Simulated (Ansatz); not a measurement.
# C2H2: the cost of one run

Program: Ansatz 0.2.0. Level of theory: the levels named in each step. These are calculated values, not measurements.

### 1 The starting structure

Bond lengths: C1–C2 1.194 Å, C1–H3 1.050 Å, C2–H4 1.050 Å. Angles: C1–C2–H4 180.0°, C2–C1–H3 180.0°.

As a file:

```xyz
4

C     0.0000    0.0000   -0.5969
C     0.0000    0.0000    0.5969
H     0.0000    0.0000   -1.6465
H     0.0000    0.0000    1.6465
```

### 2 A rough first relaxation, PBE-D4/def2-SVP

This run stands in another session on the same molecule. It ended at:

```xyz
4

C     0.0000    0.0000   -0.6098
C     0.0000    0.0000    0.6098
H     0.0000    0.0000   -1.6912
H     0.0000    0.0000    1.6912
```

### 3 Relaxation, PBE0-D4/def2-TZVPP

This run stands in another session on the same molecule. It ended at:

```xyz
4

C     0.0000    0.0000   -0.5985
C     0.0000    0.0000    0.5985
H     0.0000    0.0000   -1.6627
H     0.0000    0.0000    1.6627
```

### 4 Frequencies, PBE0-D4/def2-TZVPP

Input file input.yaml:

```yaml
crystal:
  periodic: [false, false, false]
  atoms:
    - { symbol: C, position_ang: [0.0, 0.0, -0.59847189] }
    - { symbol: C, position_ang: [0.0, 0.0, 0.59847694] }
    - { symbol: H, position_ang: [0.0, 0.0, -1.66265898] }
    - { symbol: H, position_ang: [0.0, 0.0, 1.66266392] }
basis:
  gaussian: { orbitals: def2-TZVPP }
hamiltonian:
  xc: pbe0
  dispersion: d4
phonons: {}
```

On the command line:

```sh
$ ansatz run input.yaml --threads 2 --pin off --max-ram 5120MiB --backend cpu --events-out ev --progress --plain --runs-dir out
```

Q: Estimate wall time and peak memory on 2 threads of Arm Neoverse V2, shared host.

About 3.9 s, with a peak of 0.11 GiB.
